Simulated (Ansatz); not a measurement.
A made-up structure of MgBH₂Cl, singlet:

B1  (-0.756, 0.587, -0.509)
Mg2  (2.354, -1.829, 1.585)
Cl3  (0.822, -0.640, 0.552)
H4  (-1.685, 0.095, -1.089)
H5  (-0.735, 1.787, -0.539)
(Å)

It is relaxed with PBE-D4/def2-SVP and then PBE0-D4/def2-TZVP (Ansatz 0.2.0). Atoms count as bonded within 1.22 times the sum of their covalent radii (H–H: 0.88 Å). The end point is not checked to be a true minimum.

Q: Does its bonding change? (A judgement: the text doesn't fix the answer.)

A: Computed: Yes. Formed: none; broken: Mg2–Cl3.

Where it ends: The first stage lowers the energy by 1.88 eV in 12 steps. It ends as a complex of BH₂Cl ([BH2][Cl]) + Mg:
B1  (-0.783, 0.623, -0.571)
Mg2  (2.591, -2.196, 2.301)
Cl3  (0.738, -0.209, -0.628)
H4  (-1.767, 0.009, -0.836)
H5  (-0.781, 1.773, -0.266)
(Å)

Labels in which every atom is bracketed show which atoms are joined, not bond orders.

For scale, one of the runs: PBE0-D4/def2-TZVP relaxation, 112 basis functions, launched by `ansatz run in.yaml --threads 2 --pin off --events-out ev --progress --plain --max-ram 4352MiB`. Hardware: 2 CPU threads of an Arm Neoverse V1, shared host. Wall time about 24 s.
